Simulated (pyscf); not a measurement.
Single points on ωB97X-D3(BJ)/def2-SVP structures (PySCF, gas phase).

Task: How much does it cost (ΔH, 298 K, ωB97M-D3(BJ)/def2-TZVP) to split `[O]=[W](=[O])([OH])[OH]` at its O–W bond into [O=W(=O)–OH]• + OH•?

Result: O–W to [O=W(=O)–OH]• + OH•: 480.0 kJ/mol. The 7 functionals that were run give +473.4 (M06-2X) to +502.0 kJ/mol (PBE). The radicals are drawn with the spin at the cut bond; how far it spreads was not checked. Other isomers of [O=W(=O)–OH]• were not searched in full and may lie lower. Left out: the spin-orbit lowering of OH. Open-shell species with a d-block atom are single-reference here; other states, and whether the spin sits on metal or ligand, were not checked. Elements past Kr carry the def2 core potentials, without spin-orbit coupling.
